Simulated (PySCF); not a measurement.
Species: C4H6.
Bonds: C1–C2 (triple), C2–C3, C3–C4. Hydrogens: H5 on C1; H6, H7 on C3; H8, H9, H10 on C4.

Computed geometry: GFN2-xTB, gas phase.

Question: Give the optimised bond lengths and angles.

Answer: 
```json
{"bond": "C1≡C2", "length (bohr)": "2.261"}
{"bond": "C2–C3", "length (bohr)": "2.739"}
{"bond": "C3–C4", "length (bohr)": "2.889"}
{"bond": "C1–H5", "length (bohr)": "1.982"}
{"bond": "C3–H6, C3–H7", "length (bohr)": "2.068"}
{"bond": "C4–H8, C4–H9, C4–H10", "length (bohr)": "2.056"}
```

Bonds in one row agree within 0.02 bohr and their mean is given. A selection of angles:
```json
{"angle": "C2–C1–H5", "degrees": "179.3"}
{"angle": "C1–C2–C3", "degrees": "178.8"}
{"angle": "C2–C3–C4", "degrees": "111.2"}
{"angle": "C2–C3–H6", "degrees": "108.8"}
{"angle": "C4–C3–H6", "degrees": "109.9"}
{"angle": "H6–C3–H7", "degrees": "108.1"}
{"angle": "C3–C4–H8", "degrees": "110.4"}
{"angle": "H8–C4–H9", "degrees": "108.3"}
{"angle": "H8–C4–H10", "degrees": "108.7"}
```

The 4 heavy atoms lie in one plane (0.000 Å rms). The C–C distances run from 1.196 Å (C1≡C2, drawn triple) to 1.529 Å (C3–C4, drawn single), a spread of 0.333 Å.

Point group: Cs (every atom within 0.08 Å of its image). Not checked by GFN2-xTB frequencies.
